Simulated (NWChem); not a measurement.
Species: N, quartet

All runs: NWChem. Spin-unrestricted. No stability test was run on the SCF state. B3LYP is NWChem's, with the RPA form of VWN correlation. Total energies compare along this basis series because the functional is fixed.

| level | basis functions | energy (Ha) | highest occupied level (eV) | lowest empty minus highest occupied level, either spin (eV) | <S²> |
|---|---|---|---|---|---|
| B3LYP/pcseg-1 | 14 | -54.5764 | -9.64 | 6.77 | 3.75 |
| B3LYP/aug-pcseg-1 | 23 | -54.5778 | -9.81 | 6.59 | 3.75 |
| B3LYP/pcseg-2 | 30 | -54.6034 | -9.77 | [?] | 3.75 |
| B3LYP/STO-3G | 5 | -53.8862 | -6.39 | 7.89 | 3.75 |
| B3LYP/def2-SVP | 14 | -54.5378 | -9.51 | 6.96 | 3.75 |

Some entries are withheld; supply them.


- B3LYP/pcseg-2, lowest empty minus highest occupied level, either spin (eV): 6.65
